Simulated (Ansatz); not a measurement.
For rutile SnO2, PBE-D4 in Ansatz (plane waves, PAW) gives:

* **lattice parameter a**: 4.789 Å
* **lattice parameter c**: 3.228 Å

Question: What does r²SCAN (PAW; Ansatz, a quantum-chemistry and plane-wave program) give for the same quantities?

Answer: 
- lattice constant a: 4.760 Å (shrinks by 0.6 %)
- lattice parameter c: 3.201 Å (shrinks by 0.8 %)

For comparison: lattice constant a 4.737 Å (measured, room temperature, not corrected to a static lattice; as tabulated in Hiroi (2015), arXiv:1503.02262); lattice parameter c 3.186 Å (measured, room temperature, not corrected to a static lattice; as tabulated in Hiroi (2015), arXiv:1503.02262).

Changes are worked out from the printed values.

Unless a cell is named, each level is at its own relaxed cell (PBE-D4 12.34, r²SCAN 12.09 Å³/atom).

Ansatz's density-functional and Hartree–Fock values are scalar-relativistic unless marked +SOC, with PAW data made under PBE.
